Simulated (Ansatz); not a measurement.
# AlNH3 (quartet): from Hartree-Fock to the top rungs at distance Al1–H4 along a hydrogen transfer = 1.804 Å, cc-pVDZ

Aim: climb from Hartree-Fock through coupled cluster and multireference methods for AlNH3 (quartet) at one geometry and basis, and see what each rung misses.

Computed with Ansatz 0.2.0, Gaussian basis. Level: cc-pVDZ, core rule «outside noble gas», up to 6 orbitals frozen.

The runs, in order: UHF; CCSD(T) on ROHF; CCSD(T) on UHF; BCCD(T) on ROHF; CISD; CCSDT(Q) on ROHF; CCSDT(Q) on UHF; CASSCF and MRCISD+Q, 5 electrons in 5 orbitals; CASSCF and NEVPT2, 5 electrons in 5 orbitals.

13 further runs of the same task are left out: 9 for a known fault of the program, 4 that didn't finish.

## Step 1: The geometry

The geometry derives from fragments relaxed apart (PBE0/def2-TZVP) and kept rigid, so it is no stationary point. A hydrogen atom is moved between rigid fragments.

5 atoms, charge 0, spin multiplicity 4.

Atoms are counted from 1 here; the program's logs count them from 0.

Bond lengths: Al1–H2 1.586 Å, Al1–H3 1.586 Å, Al1–H4 1.804 Å. Angles: H2–Al1–H3 120.0°, H2–Al1–H4 120.0°, H3–Al1–H4 120.0°.

## Step 2: UHF

File in.yaml:

```yaml
crystal:
  periodic: [false, false, false]
  atoms:
    - {symbol: Al, position_ang: [-1.084171, 0.000000, 0.000000]}
    - {symbol: H, position_ang: [-1.877095, 1.373384, 0.000000]}
    - {symbol: H, position_ang: [-1.877095, -1.373384, 0.000000]}
    - {symbol: H, position_ang: [0.719829, 0.000000, 0.000000]}
    - {symbol: N, position_ang: [2.306829, 0.000000, 0.000000]}
basis:
  gaussian: {orbitals: cc-pVDZ}
magnetization: {spin_polarized: true, initial_magnetization: 3}
hamiltonian: {xc: hf}
output: {orbitals: {seedname: orbitals}}
```

Run with:

```
ansatz run in.yaml --threads 1 --pin off --events-out ev --progress --plain --max-ram 2393MiB
```

Further steps of the session: CCSD(T) on ROHF; CCSD(T) on UHF; BCCD(T) on ROHF; CISD; CCSDT(Q) on ROHF; CCSDT(Q) on UHF; CASSCF and MRCISD+Q, 5 electrons in 5 orbitals; CASSCF and NEVPT2, 5 electrons in 5 orbitals.

**Question.** What will the summary of the whole plan be? Wanted: UCCSDT(Q) below the RHF energy; RMP2 from UCCSDT(Q); UMP2 from UCCSDT(Q); RCCSD from UCCSDT(Q); RCCSD(T) from UCCSDT(Q); UCCSD(T) from UCCSDT(Q); RCCSDT(Q) from UCCSDT(Q); NEVPT2 pair from UCCSDT(Q); MRCISD+Q pair from UCCSDT(Q).

As calculated:

| quantity | value |
| --- | --- |
| UCCSDT(Q) below the RHF energy | -5.6807 eV |
| RMP2 from UCCSDT(Q) | +29.45 kcal/mol |
| UMP2 from UCCSDT(Q) | +28.64 kcal/mol |
| RCCSD from UCCSDT(Q) | +2.51 kcal/mol |
| RCCSD(T) from UCCSDT(Q) | +0.65 kcal/mol |
| UCCSD(T) from UCCSDT(Q) | +0.62 kcal/mol |
| RCCSDT(Q) from UCCSDT(Q) | +0.04 kcal/mol |
| NEVPT2 pair from UCCSDT(Q) | +27.00 kcal/mol |
| MRCISD+Q pair from UCCSDT(Q) | +0.36 kcal/mol |
| levels within 1 kcal/mol (43 meV) | RCCSD(T), UCCSD(T), BCCD(T), RCCSDT, UCCSDT, RCCSDT(Q), MRCISD+Q pair |
| T1 diagnostic | 0.028 |

In words: RCCSD(T) misses by +0.65 kcal/mol, 0.5 % of the correlation energy. Of the multireference levels listed MRCISD+Q pair comes nearest in total energy (+0.36 kcal/mol), which doesn't show that its space is the better one. These misses are within one basis, not against nature; the frozen cores of restricted and unrestricted runs differ, which can shift their rows.
